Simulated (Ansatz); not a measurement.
**Relaxing MgRe**

Theory: DFT PBE, scalar-relativistic, plane waves, PAW in Ansatz. Cutoff 420 eV, Γ-centred k mesh, Gaussian smearing, no spin polarisation in the final step.

MgRe was placed on the zinc blende structure type (F-43m, No. 216), with Mg in place of Zn, Re in place of S, at a guessed volume.

```xyz
2
Lattice="0.0000 2.6417 2.6417 2.6417 0.0000 2.6417 2.6417 2.6417 0.0000" Properties=species:S:1:pos:R:3 pbc="T T T"
Mg    0.0000    0.0000    0.0000
Re    3.9626    3.9626    3.9626
```

Cell and atoms relax at zero pressure; the relaxation can't lower the symmetry of the start. After a coarse first stage the cell is made exact in the group found at 0.06 Å.

The zero of energy is the elements' standard structures at the same level; no fitted shifts are applied.

Task: Describe the relaxed structure.

Result: It keeps F-43m (No. 216). The result has the zinc blende structure. Conventional cell: a = 5.979 Å. Mg is coordinated by 4 Re at 2.59 Å; Re is coordinated by 4 Mg at 2.59 Å.

Space group F-43m (No. 216). a = 5.979 Å, b = 5.979 Å, c = 5.979 Å, α = 90.00°, β = 90.00°, γ = 90.00°
```
atom site symmetry x y z
  Mg    4a      -43m  0.0000  0.0000  0.0000
  Re    4c      -43m  0.2500  0.2500  0.2500
```

Task: What are its volume, energy, density and gap?

Result: The volume per atom is 26.72 Å³, the density is 6.54 g/cm³ and the energy over the elements is 3.28 eV/atom. The gap on the 16×16×16 mesh is 0 eV (a metal).

The final run used a 16×16×16 mesh on its 2-atom cell and 0.10 eV smearing. The k mesh leaves about 4 meV/atom of noise in metals. Spin–orbit coupling is left out. Symmetry constrained the relaxation, so the result can be a saddle point.

Cost: 3 runs of about 1 core-minutes in all, on Intel Xeon Platinum 8259CL (Skylake/Cascade Lake) (shared hosts).